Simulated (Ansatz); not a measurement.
`CSC(C)C` → `CCSC` + `[CH2]` (triplet) at 600 K and 1 bar (formal loss of a carbene).

Gas-phase electronic energies from Ansatz, PBE0-D4/def2-TZVP geometries. CCSD(T)/CBS adds triple-zeta CCSD(T) − MP2 to the extrapolated MP2 energy (def2 sets, frozen cores). This one scheme is used for every species. Triplets are unrestricted, without spin–orbit coupling. Each species was taken in one conformer, which may not be the lowest.

```json
{"species": "`CSC(C)C`", "CCSD(T)/CBS energy (Eh)": "-556.01305", "H − E (kJ/mol)": "417.2", "S (J/(mol·K))": "454.7"}
{"species": "`CCSC`", "CCSD(T)/CBS energy (Eh)": "-516.75014", "H − E (kJ/mol)": "330.1", "S (J/(mol·K))": "404.4"}
{"species": "`[CH2]` (triplet)", "CCSD(T)/CBS energy (Eh)": "-39.09499", "H − E (kJ/mol)": "66.5", "S (J/(mol·K))": "220.8"}
```

H − E and S are ideal-gas, rigid-rotor, harmonic terms from PBE0-D4/def2-TZVP, for one conformer and one mirror image of each species, with the whole ground term of open shells counted as degenerate. 1 Eh = 2625.50 kJ/mol, R = 8.31446 J/(mol·K).

By hand: ΔE, ΔH, ΔS and ΔG.

ΔE = (-516.75014) + (-39.09499) − (-556.01305) = 0.16792 Eh = 440.9 kJ/mol. Δ(H − E) = 330.1 + 66.5 − 417.2 = -20.6, so ΔH = 420.3 kJ/mol. ΔS = 404.4 + 220.8 − 454.7 = 170.5 J/(mol·K). ΔG = 420.3 − 600 × (170.5)/1000 = 318.0 kJ/mol.

By hand: the equilibrium constant, and the temperature at which ΔG would vanish if ΔH and ΔS stayed fixed.

log₁₀ K = −ΔG/(RT ln 10) = -27.7. ΔG = 0 at ΔH/ΔS = 2465 K.

The number of gas molecules changes by +1, which sets the sign of ΔS. A doubt of 5 kJ/mol in ΔE shifts log₁₀ K by 0.4 here. Other conformers and mirror images would add mixing entropy, several J/(mol·K) or more a flexible species. Modes under 60 cm⁻¹, often nearly free rotors, make the harmonic entropy too high. A triplet takes part, so the spin changes. These are equilibria of isolated gas molecules and say nothing of rates. Largest T1 diagnostic: 0.011 (customary marks: 0.02 for closed shells, 0.045 for open ones).
